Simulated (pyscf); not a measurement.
Structures and frequencies: ωB97X-D3(BJ)/def2-SVP in PySCF.

### Question
For the elementary gas-phase step [HO–Nb(Cl)(Cl)–Cl]• + HCl → H₂O + [Cl–Nb(Cl)(Cl)–Cl]• (doublet surface; Nb–O, Cl–H broken, H–O, Cl–Nb formed), what barrier and reaction energy does ωB97M-D3(BJ)/def2-TZVP give, measured from the separated reactants?

### Answer
ΔE‡ = 0.01 eV, ΔE = -0.18 eV. Zero-point energy shifts the barrier by +0.03 eV. It is a four-centre exchange, with an imaginary mode of 768i cm⁻¹. On the reactant side the descent ends in an adduct with a Cl–Nb contact, 0.37 eV under the separated species and 0.21 eV under the saddle at ωB97X-D3(BJ)/def2-TZVP. On the product side the descent ends in an adduct with a Nb–O contact (not fully relaxed), 0.85 eV under the separated species and 0.99 eV under the saddle at ωB97X-D3(BJ)/def2-TZVP. What is counted as formed (Cl–Nb) is already present as a longer contact in the reactant adduct; forming that adduct is a step of its own. What is counted as broken (Nb–O) persists as a longer contact in the product adduct; parting that adduct is a step of its own. At ωB97X-D3(BJ)/def2-TZVP the barrier from the zero used here is -0.16 eV. This is the saddle that the search found; another between the same sides may lie lower. Open-shell species with a d-block atom are single-reference here; other states, and whether the spin sits on metal or ligand, were not checked. Elements past Kr carry the def2 core potentials, without spin-orbit coupling.
